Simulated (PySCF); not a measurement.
Cartesian coordinates in Å; atom numbers follow the order of the lines, from 1:
```xyz
7

Si   -0.202    0.163   -0.366
O    -0.771    0.592    1.133
H    -0.929   -0.107    1.772
O     1.447   -0.008   -0.434
H     1.831   -0.804   -0.057
H    -0.522    1.288   -1.271
H    -0.852   -1.123   -0.776
```

Theory: coordinates at the PBE0-D3(BJ)/def2-SVP level, shielding tensors at KT2/pcSseg-1 (GIAO), in PySCF 2.14 (equivalent nuclei averaged, non-relativistic, one conformer, in vacuum).

Shifts are taken against calculated references (same method and geometry level): ¹H and ²⁹Si against TMS; ¹⁷O vs H2O.

```tsv
atoms	nucleus	count	δ (ppm)
Si1	²⁹Si	1	-25.2
H3/H5	¹H	2	?
O2/O4	¹⁷O	2	76.3
H6/H7	¹H	2	?
```

Task: Fill in the missing shifts.

Result: 
- H6/H7: 4.96 ppm, hydrogen on a silicon bonded to 2 O
- H3/H5: 1.81 ppm, hydrogen on an oxygen bonded to Si

The OH or NH signal is concentration- and solvent-dependent in practice; the value given is the gas-phase one. Experimental scales use liquid or dissolved standards, which lie at an offset from isolated H2O (liquid H2O: subtract about 36 ppm).
